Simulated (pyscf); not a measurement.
H₃C–Cd–CH₃ (SMILES [CH3][Cd][CH3]) + NH₃ (SMILES N) → H₃C–Cd–NH₂ (SMILES [CH3][Cd][NH2]) + CH₄ (SMILES C) (four-centre exchange; singlet surface; C–Cd, H–N broken, Cd–N, C–H formed). Optimised with ωB97X-D3(BJ)/def2-SVP in PySCF. Energies in kJ/mol from the separated reactants.

```
level                   barrier  reaction energy
----------------------  -------  ---------------
ωB97X-D3(BJ)/def2-TZVP    129.1            -20.3
PBE/def2-TZVP                 …                …
B3LYP-D3(BJ)/def2-TZVP        …            -22.0
PBE0-D3(BJ)/def2-TZVP     122.4            -17.0
M06-2X/def2-TZVP          115.1            -23.7
HF/def2-TZVP              180.7            -25.5
```

### Question
Some entries are withheld; supply them.

### Answer

- PBE/def2-TZVP, barrier: 120.4
- PBE/def2-TZVP, reaction energy: -19.1
- B3LYP-D3(BJ)/def2-TZVP, barrier: 130.1

The functionals in the table span 15.0 kJ/mol in this barrier, from M06-2X to B3LYP-D3(BJ). On the reactant side the descent ends in a bound adduct (not fully relaxed), 34.2 kJ/mol under the separated species and 163.3 kJ/mol under the saddle at ωB97X-D3(BJ)/def2-TZVP. One saddle was located; it need not be the lowest between these sides. Elements past Kr carry the def2 core potentials, without spin-orbit coupling.
